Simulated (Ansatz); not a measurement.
A made-up structure of C2H4N (charge +1), singlet:

```xyz
7
angstrom
C -1.3606 -0.6562 -0.5599
N -0.4042 -0.1949 -0.1663
C 0.7944 0.3832 0.3270
H -2.2715 -1.0956 -0.9349
H 1.6104 -0.3160 0.1385
H 0.6718 0.5563 1.3971
H 0.2272 -0.9855 -0.0369
```

It is relaxed with PBE-D4/def2-SVP and then PBE0-D4/def2-TZVP (Ansatz 0.2.0). Atoms count as bonded within 1.22 times the sum of their covalent radii (H–H: 0.88 Å). The end point is not checked to be a true minimum.

Question: Does its bonding change? (A judgement: the text doesn't fix the answer.)

Answer: By the calculation: Yes. Formed: C3–H7; broken: N2–H7.

Where it ends: The first stage lowers the energy by 5.48 eV in 10 steps. It ends as C₂H₄N ([CH][N][CH3]), total charge +1:
```
7
angstrom
C -1.4995 -0.5398 -0.7547
N -0.5189 -0.3921 -0.2078
C 0.7098 -0.2072 0.4779
H -2.4333 -0.6806 -1.2757
H 1.4646 0.0874 -0.2527
H 0.5667 0.5754 1.2244
H 0.9782 -1.1518 0.9531
```

Labels in which every atom is bracketed show which atoms are joined, not bond orders.

For scale, one of the runs: PBE0-D4/def2-TZVP relaxation, 117 basis functions, launched by `ansatz run in.yaml --threads 2 --pin off --events-out ev --progress --plain --max-ram 4352MiB`. The run took about 6.5 s on 2 CPU threads of an Arm Neoverse V2 (shared host).
